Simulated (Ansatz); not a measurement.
# CH6BN: vertical ionisation energy

An exercise on one series of results from a longer session: the logs are not shown, and one member is left open.

The runs use Ansatz 0.2.0, Gaussian basis; unrestricted cation, the program's frozen cores in correlated methods.

Levels to be run: UKS PBE-D4/def2-TZVPP; UKS r2SCAN-D4/def2-TZVPP; UKS PBE0-D4/def2-TZVPP; UKS B3LYP-D4/def2-TZVPP; UKS wB97X-V/def2-TZVPP; UKS wB97M-V/def2-TZVPP; UKS B2PLYP/def2-TZVPP; UHF-CCSD(T)/def2-TZVPP; UHF-MP2/def2-QZVPP; extrapolation to the limit; then −ε(HOMO) from the neutral's earlier runs with LDA (SPW92), PBE-D4, revPBE-D4, BLYP-D4, r2SCAN-D4, B97M-V, PBE0-D4, B3LYP-D4, r2SCANh-D4, r2SCAN0-D4, HSE06-D4, BHLYP-D4, CAM-B3LYP-D4, LC-ωPBE, ωB97X-V, ωB97M-V.

**The geometry**

All runs share one geometry, relaxed beforehand with PBE0-D4 in a triple-zeta def2 set.

SMILES `CBN`, 9 atoms, charge 0, spin multiplicity 1.

Atoms are counted from 1 here; the program's logs count them from 0.

Bond lengths: C1–B2 1.568 Å, C1–H4 1.095 Å, C1–H5 1.095 Å, C1–H6 1.094 Å, B2–N3 1.392 Å, B2–H7 1.202 Å, N3–H8 1.005 Å, N3–H9 1.007 Å. Angles: B2–C1–H4 110.3°, B2–C1–H5 110.4°, B2–C1–H6 114.3°, H4–C1–H5 105.5°, H4–C1–H6 108.0°, H5–C1–H6 108.0°, C1–B2–N3 122.0°, C1–B2–H7 121.0°, N3–B2–H7 117.0°, B2–N3–H8 123.2°, B2–N3–H9 123.1°, H8–N3–H9 113.7°.

The first run:

Contents of in.yaml:

```yaml
crystal:
  periodic: [false, false, false]
  atoms:
    - {symbol: C, position_ang: [-0.665349, 0.757727, -0.590333]}
    - {symbol: B, position_ang: [0.459350, -0.282865, -0.256154]}
    - {symbol: N, position_ang: [0.592799, -0.842845, 1.010719]}
    - {symbol: H, position_ang: [-1.291914, 0.390837, -1.410647]}
    - {symbol: H, position_ang: [-0.224645, 1.692214, -0.954324]}
    - {symbol: H, position_ang: [-1.319932, 0.998852, 0.252280]}
    - {symbol: H, position_ang: [1.248788, -0.632793, -1.092826]}
    - {symbol: H, position_ang: [1.306188, -1.511037, 1.244893]}
    - {symbol: H, position_ang: [-0.016786, -0.616389, 1.779193]}
basis:
  gaussian: {orbitals: def2-TZVPP}
total_charge: 1
magnetization: {spin_polarized: true, initial_magnetization: 1}
hamiltonian: {xc: pbe, dispersion: d4}
```

Steps of the session up to this table: Cation, UKS PBE-D4/def2-TZVPP; Cation, UKS r2SCAN-D4/def2-TZVPP; Cation, UKS PBE0-D4/def2-TZVPP; Cation, UKS B3LYP-D4/def2-TZVPP; Cation, UKS wB97X-V/def2-TZVPP; Cation, UKS wB97M-V/def2-TZVPP; Cation, UKS B2PLYP (frozen core)/def2-TZVPP; Cation, UHF-CCSD(T)/def2-TZVPP; Cation, UHF-MP2/def2-QZVPP.

One table of the session follows, with a row left open; its other results are not shown here.

It belongs to the step «Ionisation energies side by side». For comparison, −ε(HOMO) of the neutral from earlier runs:

```
  functional  −ε(HOMO) (eV)
 LDA (SPW92)           7.13
      PBE-D4           6.95
   revPBE-D4           6.89
     BLYP-D4           6.82
   r2SCAN-D4           7.21
      B97M-V           7.27
     PBE0-D4           8.32
    B3LYP-D4           8.08
  r2SCANh-D4           7.73
  r2SCAN0-D4           8.51
    HSE06-D4           7.91
    BHLYP-D4           9.60
CAM-B3LYP-D4              ?
     LC-ωPBE          11.23
     ωB97X-V          10.81
     ωB97M-V          10.73
```

Estimate the missing values for CAM-B3LYP-D4.

The run gave: −ε(HOMO) (eV): 9.77. In the column «−ε(HOMO) (eV)» it lies between BHLYP-D4 (9.60) and ωB97M-V (10.73).

Caveats from the session: The cation may have settled in a state other than its lowest; no search over hole states beyond the program's own was made.
